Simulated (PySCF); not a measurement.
Below is a simulated gas-phase Cl 2p photoelectron spectrum of `Cl[SiH2]Cl` (dichlorosilane).

Every computed line was given a Gaussian of 0.4 eV full width at half maximum and an area set by the number of equivalent atoms (split 2:1 within a doublet); the highest printed point is 100. Computed, not measured: PySCF 2.14.0, delta-SCF UKS SCAN, pcX-2 on the ionised atom, pcseg-1 elsewhere, spin-free X2C.

| binding energy (eV) | intensity |
| --- | --- |
| 206.1 | 1 |
| 206.2 | 5 |
| 206.3 | 18 |
| 206.4 | 45 |
| 206.5 | 80 |
| 206.6 | 100 |
| 206.7 | 88 |
| 206.8 | 55 |
| 206.9 | 24 |
| 207.0 | 8 |
| 207.1 | 2 |
| 207.2 | 0 |
| 207.3 | 0 |
| 207.4 | 0 |
| 207.5 | 0 |
| 207.6 | 0 |
| 207.7 | 0 |
| 207.8 | 1 |
| 207.9 | 5 |
| 208.0 | 15 |
| 208.1 | 31 |
| 208.2 | 46 |
| 208.3 | 49 |
| 208.4 | 37 |
| 208.5 | 20 |
| 208.6 | 7 |
| 208.7 | 2 |
| 208.8 | 0 |

Question: Count the maxima, the lines and the sites behind this envelope.

Answer: The curve has 2 maxima (at 206.6 and 208.3 eV). Under it lie 2 lines from 1 inequivalent chlorine site, drawn as a 2p3/2, 2p1/2 pair.

Question: Decompose the envelope and assign each component. Numbering: `[Cl:1][SiH2:2][Cl:3]`.

Answer: 
```csv
position (eV),relative area,line,atoms,environment
206.61,1.33,Cl 2p3/2,Cl1/Cl3,silicon-bound chlorine
208.27,0.67,Cl 2p1/2,Cl1/Cl3,silicon-bound chlorine
```

Question: What are the centre and the root-mean-square width of the whole band?

Answer: The area-weighted mean of the lines is 207.17 eV. Their own spread about it is 0.78 eV (rms) and each Gaussian has σ = 0.4/2.355 = 0.17 eV; the variances add, which gives 0.80 eV.

The curve has no shake-up lines and no vibrational structure. Atoms equivalent by their bonding share one computed value, that of the first of them. The 2p values add to the ΔSCF energy of one spin-free hole a correction within the shell (spin–orbit coupling, ligand field). 2p1/2 minus 2p3/2 (ligand field included): Cl 1.65 eV. Geometry: GFN2-xTB; no solvent, vibrations or thermal averaging.
